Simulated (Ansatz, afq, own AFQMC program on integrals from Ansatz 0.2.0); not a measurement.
AFQMC on a folder of integrals that Ansatz 0.2.0 wrote.

```yaml
crystal:
  periodic: [false, false, false]
  atoms:
    - {symbol: Mg, position_ang: [0.000000, 0.000000, 0.000000]}
    - {symbol: Mg, position_ang: [0.000000, 0.000000, 2.765800]}
basis:
  gaussian: {orbitals: cc-pVDZ}
magnetization: {spin_polarized: false, initial_magnetization: 2}
correlation: {method: ccsd_t, electrons: outside_noble_gas, hamiltonian_folder: ham}
```

```sh
$ ansatz run in.yaml --threads 1 --pin off --events-out ev --progress --plain --max-ram 1382MiB
```

Options of the walk:

```
--method free --trial cisd --walkers 100 --time-step 0.03 --max-blocks 80 --target-error 0.00024 --factor-cut 1e-05 --seed 5849 --times 0,0.3,0.6,1.2,1.8,2.4,3.6,4.8,6 --taylor-order 8
```

Times are imaginary, in 1/Eh. The walk had a cap of 526 s.

Log:

```
orbitals 26  electrons 3 1  factors 178 of 328
reference energy -399.15691120 Eh
CCSD correlation -0.05879813 Eh in 11 cycles, weight of the determinant in the CISD state 0.8946
repeat  energy at the last time / Eh  error
    10  -399.219534  0.000256
    20  -399.219552  0.000212
    30  -399.219461  0.000155
time / (1/Eh)  energy / Eh  error  mean overlap
  0.00  -399.215697  0.000011  1.1176
  0.30  -399.216522  0.000039  1.1201
  0.60  -399.217181  0.000052  1.1208
  1.20  -399.218098  0.000068  1.1114
  1.80  -399.218531  0.000072  1.1112
  2.40  -399.218879  0.000083  1.1065
  3.60  -399.219251  0.000105  1.1082
  4.80  -399.219437  0.000112  1.1156
  6.00  -399.219490  0.000154  1.1283
energy -399.219490 +/- 0.000154 Eh
```

The run passed its tests (error under three times the target), which doesn't prove that it has relaxed.

Against this walk (error 4.2 meV) on the same determinant: CCSD(T) 29.4 meV higher, CCSDT(Q) 4.1 meV lower (within the noise), full CI 4.9 meV lower (within the noise). The error is statistical, and a free projection of finite length keeps a remainder of its start.

Cautions: remainder of the start not in the error; another spin lies lower (by 1.29 eV); a spin-contaminated unrestricted determinant lies lower (UHF 276 meV lower, ⟨S²⟩ 2.16); the search met a lower determinant of the same kind, perhaps of another symmetry (296 meV lower), and this one is a saddle point.

The walk took 42 s on 1 thread of Arm Neoverse V2, with other jobs on the host. The log's last line is the free-projection energy.

CCSDT and higher add their correlation energy to the determinant of the CCSD(T) run, since their own runs factorise the integrals more tightly (a shift of under 2 meV). A walk keeps the symmetry of its determinant, which the program's search chose and which needn't be the lowest solution, so a lower state of the same spin and another symmetry isn't excluded.
